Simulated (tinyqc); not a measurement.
Inside a calculation. Method: Pariser-Parr-Pople SCF with singles CI, for the molecule C=CC=N (SMILES; centres numbered as the heavy atoms are written). Computed by tinyqc, a small Python program that keeps every step. Settings: charge = 0, gamma = MN, start = huckel, damping = 0.5, iteration cap = 64, excitations kept = 6. Command: `OMP_NUM_THREADS=1 python tinyqc.py 29397 29398 out.jsonl` (the two numbers bound the seeds that draw the settings). One thread of a shared host (Intel(R) Xeon(R) Processor @ 2.60GHz), about 0.01 s of CPU time with the checks. Later iterations appear only in the table of the cycle.

## PPP integrals

Centres (angstrom, eV; a flat drawing with bonds scaled to 1.40 angstrom):
```
centre          x          y  core charge z          W   gamma_rr
1C      -1.848000  -0.127000              1  12.550000  11.670000
2C      -0.559000   0.421000              1  12.550000  11.670000
3C       0.559000  -0.421000              1  12.550000  11.670000
4N       1.848000   0.127000              1  13.880000  13.440000
```

Resonance integrals (eV):
```
i  j       beta
1  2  -2.390000
2  3  -2.390000
3  4  -2.350000
```

Mataga-Nishimoto: gamma = 14.399645/(R + a), a = 2 x 14.399645/(gamma_rr + gamma_ss); H_rr = -W_r - sum_(s != r) z_s gamma_rs; H_rs = beta for bonds.

repulsion gamma_rs (eV):
```
           1C         2C         3C         4N
1C  11.670000   5.465685   3.935629   2.967994
2C   5.465685  11.670000   5.467862   4.031466
3C   3.935629   5.467862  11.670000   5.652291
4N   2.967994   4.031466   5.652291  13.440000
```

core matrix H (eV):
```
            1C          2C          3C          4N
1C  -24.919308   -2.390000    0.000000    0.000000
2C   -2.390000  -27.515013   -2.390000    0.000000
3C    0.000000   -2.390000  -27.605782   -2.350000
4N    0.000000    0.000000   -2.350000  -26.531750
```

## Starting guess

pi electrons, sum of z_r less the charge = 4

Orbitals of the Hueckel matrix of the beta values.

P at the start:
```
           1C        2C        3C         4N
1C   1.000000  0.892915  0.000000  -0.450225
2C   0.892915  1.000000  0.450225   0.000000
3C   0.000000  0.450225  1.000000   0.892915
4N  -0.450225  0.000000  0.892915   1.000000
```

## Iteration 1: Fock matrix

F_rr = H_rr + P_rr gamma_rr / 2 + sum_(s != r) P_ss gamma_rs; F_rs = H_rs - P_rs gamma_rs / 2; E = tr P (H + F) / 2 + core repulsion sum_(r<s) z_r z_s gamma_rs.

F (eV):
```
           1C         2C         3C         4N
1C  -6.715000  -4.830196   0.000000   0.668133
2C  -4.830196  -6.715000  -3.620884   0.000000
3C   0.000000  -3.620884  -6.715000  -4.873508
4N   0.668133   0.000000  -4.873508  -7.160000
```

pi energy = -55.321563 eV

## Iteration 1: orbitals and new P

Diagonalise F (the basis is taken as orthonormal) and form P = 2 sum c c over the lowest orbitals; 0.5 of the old P is kept.

orbital energies (eV): -13.569111  -10.698142  -3.040791  0.003044

P after iteration 1:
```
           1C         2C        3C         4N
1C   0.992998   0.903707  0.010929  -0.426989
2C   0.903707   1.000745  0.427379  -0.003223
3C   0.010929   0.427379  0.981827   0.903227
4N  -0.426989  -0.003223  0.903227   1.024431
```

## Iteration 2: Fock matrix

As before.

F (eV):
```
           1C         2C         3C         4N
1C  -6.750801  -4.859690  -0.021507   0.633650
2C  -4.859690  -6.749804  -3.558424   0.006497
3C  -0.021507  -3.558424  -6.706437  -4.902652
4N   0.633650   0.006497  -4.902652  -7.116325
```

pi energy = -55.343244 eV

## Iteration 2: orbitals and new P

As before.

orbital energies (eV): -13.575858  -10.714985  -3.011688  -0.020836

P after iteration 2:
```
           1C         2C        3C         4N
1C   0.990339   0.911232  0.015851  -0.410536
2C   0.911232   1.000697  0.411074  -0.004811
3C   0.015851   0.411074  0.973854   0.910569
4N  -0.410536  -0.004811  0.910569   1.035110
```

## Iteration 3: Fock matrix

As before.

F (eV):
```
           1C         2C         3C         4N
1C  -6.766257  -4.880255  -0.031193   0.609234
2C  -4.880255  -6.765155  -3.513849   0.009697
3C  -0.031193  -3.513849  -6.703321  -4.923401
4N   0.609234   0.009697  -4.923401  -7.097710
```

pi energy = -55.357356 eV

## Iteration 3: orbitals and new P

As before.

orbital energies (eV): -13.577866  -10.728299  -2.992971  -0.033307

P after iteration 3:
```
           1C         2C        3C         4N
1C   0.989371   0.916466  0.018089  -0.398868
2C   0.916466   1.000502  0.399463  -0.005662
3C   0.018089   0.399463  0.970352   0.915735
4N  -0.398868  -0.005662  0.915735   1.039775
```

## Convergence

Stop when output and input P, before any damping, agree to 1e-7.

Course of the cycle:
```
iteration        E (eV)  largest |P(out) - P(in)|
1          -55.32156266                  4.89e-02
2          -55.34324370                  3.29e-02
3          -55.35735559                  2.33e-02
4          -55.36611826                  1.66e-02
5          -55.37136635                  1.17e-02
6          -55.37442608                  8.32e-03
7          -55.37617404                  5.89e-03
8          -55.37715700                  4.17e-03
9          -55.37770291                  2.95e-03
10         -55.37800302                  2.09e-03
11         -55.37816663                  1.48e-03
...                 ...                       ...
29         -55.37835724                  2.84e-06
30         -55.37835724                  2.00e-06
31         -55.37835724                  1.41e-06
32         -55.37835724                  9.99e-07
33         -55.37835724                  7.06e-07
34         -55.37835724                  4.98e-07
35         -55.37835724                  3.52e-07
36         -55.37835724                  2.49e-07
37         -55.37835724                  1.76e-07
38         -55.37835724                  1.24e-07
39         -55.37835724                  8.76e-08
```

Converged in 39 iterations.

## Converged orbitals

Charges are z - P_rr.

orbital energies (eV): -13.571739  -10.763667  -2.953219  -0.052864

coefficients:
```
         MO1        MO2        MO3        MO4
1C  0.386099  -0.587772   0.589787  -0.396991
2C  0.574259  -0.412674  -0.390395   0.589507
3C  0.588969   0.369929  -0.412769  -0.588124
4N  0.417457   0.589386   0.573903   0.385992
```

pi charges: 1C 0.010902, 2C -0.000145, 3C 0.032536, 4N -0.043292

## Singles CI, singlets

Over the 4 single excitations with the smallest orbital gaps: A = (e_a - e_i) delta + 2 (ia|jb) - (ij|ab), with (pq|rs) = sum c_mp c_mq gamma_mn c_nr c_ns. f = 2/3 w |mu|^2 in atomic units, mu = sqrt2 sum c_ia sum_m c_mi c_ma R_m.

singlet CI matrix (eV):
```
          2>3       1>3       2>4       1>4
2>3  5.690282  0.108250  0.028452  0.465268
1>3  0.108250  7.333974  0.883622  0.032420
2>4  0.028452  0.883622  7.382084  0.002671
1>4  0.465268  0.032420  0.002671  9.850177
```

singlet excitation energies (eV): 5.631993  6.477452  8.244536  9.902537

oscillator strengths: 1.136293  0.006557  0.002498  0.387455

## Singles CI, triplets

Over the 4 single excitations with the smallest orbital gaps: A = (e_a - e_i) delta - (ij|ab), with (pq|rs) = sum c_mp c_mq gamma_mn c_nr c_ns.

triplet CI matrix (eV):
```
           2>3        1>3        2>4        1>4
2>3   1.266832  -0.158161  -0.089386  -2.039055
1>3  -0.158161   4.359185  -2.039055  -0.206198
2>4  -0.089386  -2.039055   4.497941  -0.032118
1>4  -2.039055  -0.206198  -0.032118   6.667469
```

triplet excitation energies (eV): 0.555657  2.412728  6.458854  7.364188
